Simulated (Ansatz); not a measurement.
# BSiH2 (quartet): from Hartree-Fock to the top rungs at scale of all distances = 1.124, 6-31G

How much of the correlation energy of BSiH2 (quartet) does each wave-function method recover here?

Computed with Ansatz 0.2.0, Gaussian basis. Level: 6-31G, core rule «outside noble gas», up to 6 orbitals frozen.

To be run: UHF; CCSD(T) on ROHF; CCSD(T) on UHF; BCCD(T) on ROHF; CISD; CCSDT(Q) on ROHF; CCSDT(Q) on UHF; CASSCF and MRCISD+Q, 5 electrons in 5 orbitals; CASSCF and NEVPT2, 5 electrons in 5 orbitals; CASSCF and MRCISD+Q, 9 electrons in 10 orbitals; CASSCF and NEVPT2, 9 electrons in 10 orbitals; Full CI.

12 further runs of the same task are left out: 10 that didn't finish, 2 set aside as unsound or not needed.

## 1. The geometry

The geometry derives from a PBE0/def2-TZVP stationary point (not a proven minimum). All distances are scaled together.

4 atoms, charge 0, spin multiplicity 4.

Atoms are counted from 1 here; the program's logs count them from 0.

Bond lengths: B2–H3 1.339 Å, B2–H4 1.339 Å. Angles: H3–B2–H4 129.2°.

Coordinates:

```xyz
4

Si    0.0000    0.0000    0.7306
B     0.0000    0.0000   -1.5093
H     0.0000   -1.2094   -2.0838
H     0.0000    1.2094   -2.0838
```

## 2. UHF

in.yaml reads:

```yaml
crystal:
  periodic: [false, false, false]
  atoms:
    - {symbol: Si, position_ang: [0.000000, 0.000000, 0.730562]}
    - {symbol: B, position_ang: [0.000000, 0.000000, -1.509349]}
    - {symbol: H, position_ang: [0.000000, -1.209372, -2.083770]}
    - {symbol: H, position_ang: [0.000000, 1.209372, -2.083770]}
basis:
  gaussian: {orbitals: 6-31G}
magnetization: {spin_polarized: true, initial_magnetization: 3}
hamiltonian: {xc: hf}
output: {orbitals: {seedname: orbitals}}
```

On the command line:

```bash
ansatz run in.yaml --threads 1 --pin off --events-out ev --progress --plain --max-ram 2393MiB
```

The runs that follow: CCSD(T) on ROHF; CCSD(T) on UHF; BCCD(T) on ROHF; CISD; CCSDT(Q) on ROHF; CCSDT(Q) on UHF; CASSCF and MRCISD+Q, 5 electrons in 5 orbitals; CASSCF and NEVPT2, 5 electrons in 5 orbitals; CASSCF and MRCISD+Q, 9 electrons in 10 orbitals; CASSCF and NEVPT2, 9 electrons in 10 orbitals; Full CI.

Before running them: what should the planned runs give, taken together? Wanted: FCI below the RHF energy; RMP2 from FCI; UMP2 from FCI; RCCSD from FCI; RCCSD(T) from FCI; UCCSD(T) from FCI; RCCSDT(Q) from FCI; UCCSDT(Q) from FCI; MRCISD+Q pair from FCI.

As calculated:

| quantity | value |
| --- | --- |
| FCI below the RHF energy | -2.9403 eV |
| RMP2 from FCI | +851.0 meV |
| UMP2 from FCI | +865.9 meV |
| RCCSD from FCI | +118.6 meV |
| RCCSD(T) from FCI | +34.4 meV |
| UCCSD(T) from FCI | +34.0 meV |
| RCCSDT(Q) from FCI | +1.0 meV |
| UCCSDT(Q) from FCI | -0.3 meV |
| MRCISD+Q pair from FCI | +25.5 meV |
| NEVPT2 valence from FCI | +253.0 meV |
| MRCISD+Q valence from FCI | +12.2 meV |
| levels within 1 kcal/mol (43 meV) | RCCSD(T), UCCSD(T), BCCD(T), RCCSDT, UCCSDT, RCCSDT(Q), UCCSDT(Q), MRCISD+Q pair, MRCISD valence, MRCISD+Q valence |
| T1 diagnostic | 0.041 |
| effectively unpaired electrons | 3.04 |

**Reading.** RCCSD(T) lands +34.4 meV from the yardstick (1.2 % of the correlation energy). The occupations are near whole numbers, but T1 = 0.041 shows that the orbitals relax strongly. Of the multireference levels listed MRCISD+Q valence comes nearest in total energy (+12.2 meV), which doesn't show that its space is the better one. These misses are within one basis, not against nature; the frozen cores of restricted and unrestricted runs differ, which can shift their rows.
